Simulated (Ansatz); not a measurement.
**Worked example: correlation energy of [H···H···S], triplet**

Geometry: a point of a hydrogen-transfer path between rigid fragments, not a stationary point.

```xyz
3

H     0.0000    0.0000   -1.1940
H     0.0000    0.0000   -0.3600
S     0.0000    0.0000    1.5540
```

Basis cc-pVTZ; Ansatz 0.2.0. Only valence electrons are correlated (noble-gas cores frozen), which leaves 8 electrons in 57 orbitals. Prefix R: restricted or restricted open-shell reference; prefix U: unrestricted.

Full CI isn't at hand for all of this; UCCSDT(Q) serves as the reference, and is uncertain by about the last step of the cluster series.

Runs differ by some tens of microhartree through their thresholds and, for an open shell, their frozen cores, so steps under 0.03 kcal/mol mean nothing.

```csv
level,total energy (hartree)
UHF,-398.618358
UMP2,-398.774491
UCCSD,-398.805079
UCCSD(T),-398.810713
UCCSDT,-398.811591
UCCSDT(Q),-398.811762
```

Q: What is the correlation energy at UCCSDT(Q), and what share of it do UMP2 and UCCSD(T) recover?

A: E(corr) = -398.811762 − (-398.618358) = -0.193404 hartree = -5.263 eV. UMP2: -0.156133 / -0.193404 = 80.73 %. UCCSD(T): -0.192355 / -0.193404 = 99.46 %.

Q: By how many kcal/mol does UCCSD(T) miss UCCSDT(Q) (1 hartree = 627.509 kcal/mol), and which steps make up the rest?

A: -398.810713 − (-398.811762) = 0.001049 hartree = 0.66 kcal/mol. Steps: UCCSDT − UCCSD(T) = -0.55, UCCSDT(Q) − UCCSDT = -0.11 kcal/mol. That is within 1 kcal/mol of the reference in this basis, which itself misses far more of the correlation at the basis-set limit.
